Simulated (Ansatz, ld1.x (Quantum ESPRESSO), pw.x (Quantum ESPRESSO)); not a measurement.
**From atom to crystal: PAW potential for tantalum (Ta)**

- Element: tantalum (Ta)
- Generator: ld1.x (Quantum ESPRESSO) 7.5
- Type: PAW
- Functional: PBEsol
- Relativity: scalar-relativistic
- Frozen core: [Xe] 4f14
- Valence charge: 5
- Reference configuration: 5d3 6s1.5 6p0.5
- Partial waves: 6s (bound): rcut 2.25, rcutus 3.00 bohr; 6s channel at -0.15 Ry: rcut 2.25, rcutus 3.00 bohr; 6p (bound): rcut 3.05, rcutus 3.90 bohr; 6p channel at 3.05 Ry: rcut 3.05, rcutus 3.90 bohr; 5d (bound): rcut 2.60, rcutus 3.15 bohr; 5d channel at 1.65 Ry: rcut 2.60, rcutus 3.15 bohr
- Local potential: all-electron potential smoothed inside 3.25 bohr (lloc = -1)
- Core correction: Bessel-smoothed model core inside 3.00 bohr
- Augmentation charge: PSQ, inside the norm-conserving radii

Crystal test: sc Ta in pw.x 7.5, no spin, 12³ k-points, Fermi–Dirac smearing 0.01 Ry, cutoffs 40/320 Ry. The reference is all-electron LAPW (Ansatz 0.2.0) with the same functional, mesh and smearing; V0 and B0 come from Birch–Murnaghan fits to the pressures at five volumes. Errors are pseudo minus all-electron; Δ is the rms difference of the E(V) curves that follow from these fits, minima aligned, over ±6 % about the mean V0. Mesh and smearing are coarse, so the numbers serve the comparison and aren't converged zero-temperature values; the lattice is a test structure that the element need not adopt.

All-electron: a0 = 2.707 Å (V0 = 19.84 Å³/atom), B0 = 154.9 GPa.

**Question.** How far does the potential miss the all-electron equation of state?

**Answer.** mean pressure error (GPa): +4.99; a0 (Å): 2.738; a0 error (%): +1.14; B0 error (%): -9.3; Δ (meV/atom): 21.8. The largest radius (3.90 bohr) exceeds half the bond length (2.55 bohr), so the spheres overlap, which is one possible source of error among others. This is a poor potential for the solid. Atomic configuration tests: 1 of 7 tests not solved or not reliable.

```
V (Å³/atom)  P all-electron (GPa)  P pseudo (GPa)
     18.657                 10.78           15.70
     19.148                  5.93           10.97
     19.639                  1.64            6.71
     20.130                 -2.16            2.86
     20.621                 -5.52           -0.61
```

**Question.** At the middle volume, how do free energy and pressure move when the wave cutoff is lowered (ecutrho held at 320 Ry)?

**Answer.**

| cutoff (Ry) | shift of F (meV/atom) | shift of P (GPa) |
| --- | --- | --- |
| 18 | +4.5 | -0.14 |
| 24 | +2.1 | -0.02 |
| 32 | +0.5 | +0.01 |

The run at the middle volume (84 k-points, 8 iterations) took about 10 s on one core of a shared host (Neoverse-V1, 32 threads, 247 GiB, load 14).
